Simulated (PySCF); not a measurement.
# Boron: a sound run and one with changed settings

Sound run: B [He] 2s2 2p1, B⁺ [He] 2s2. Calculation: PySCF 2.14, in aug-cc-pVDZ-DK (4s3p2d, 23 functions); the spin-free X2C one-electron Hamiltonian (Gaussian nucleus). In the sound run the correlated levels freeze 1s2. The sound run starts from symmetry-adapted Hartree-Fock orbitals and uses a fine grid where one is needed.

Changed run: basis STO-3G, all-electron and non-relativistic. This setting is unsound on purpose.

```
species   method  sound run (hartree)  changed run (hartree)  converged
      B      UHF            -24.53730              -24.14899        yes
      B    B3LYP            -24.66856              -24.28153        yes
      B   r2SCAN            -24.64158              -24.25157        yes
      B      MP2            -24.57437              -24.16765        yes
      B  CCSD(T)            -24.59783              -24.18899        yes
     B⁺      UHF            -24.24184              -23.94847        yes
     B⁺    B3LYP            -24.34658              -24.04926        yes
     B⁺   r2SCAN            -24.31936              -24.02159        yes
     B⁺      MP2            -24.27450              -23.97788        yes
     B⁺  CCSD(T)            -24.30050              -24.00944        yes
```

Ionisation energy of B:

```
 method  sound run (eV)  changed run (eV)
    UHF           8.040             5.456
  B3LYP           8.762             6.320
 r2SCAN           8.768             6.258
    MP2           8.160             5.164
SCS-MP2           8.124             5.105
   CCSD           8.066             4.886
CCSD(T)           8.091             4.886
```

A minimal basis cannot let orbitals breathe on ionisation and holds almost no correlation. The Hamiltonian changed with the basis, so the totals do not compare.

For comparison, NIST gives 8.298 eV between the lowest levels.
